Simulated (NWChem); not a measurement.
**Basis-set dependence for ethane (C$_{2}$H$_{6}$)**

```
C
H 1 1.1024
H 1 1.1024 2 107.31
H 1 1.1024 2 107.31 3 115.06
C 1 1.5277 2 111.55 3 -122.47
H 5 1.1024 1 111.55 2 -60.00
H 5 1.1024 6 107.31 1 122.47
H 5 1.1024 6 107.31 7 115.06
```
Charge 0, spin multiplicity 1.

Everything below was run with NWChem. The geometry was optimised at B3LYP/def2-SVP, a minimum by its harmonic frequencies.

Hartree-Fock energies in Ha, correlation energies in mHa.

The correlated methods keep 2 core orbitals frozen. Coupled-cluster values serve here as a point of comparison, not as the truth.

| basis | functions | RHF | MP2 | SCS-MP2 | CCSD | CCSD+T(CCSD) | CCSD(T) | CR-CCSD[T] | CR-CCSD(T) | RI-MP2 |
|---|---|---|---|---|---|---|---|---|---|---|
| STO-3G | 16 | -78.30464 | -108.1 | -122.3 | -147.8 | -148.3 | -148.3 | -148.3 | -148.2 | not run |
| cc-pVDZ | 58 | -79.23455 | -302.9 | -309.2 | -340.1 | -348.7 | -348.5 | -347.1 | -346.9 | -302.8 |
| cc-pVTZ | 144 | -79.25872 | -370.4 | -380.2 | not run | not run | not run | not run | not run | -370.4 |

From cc-pVDZ to cc-pVTZ the Hartree-Fock energy moves by -24.2 mHa and the MP2 correlation energy by -67.5 mHa, which is 18 % of its value in the larger set.
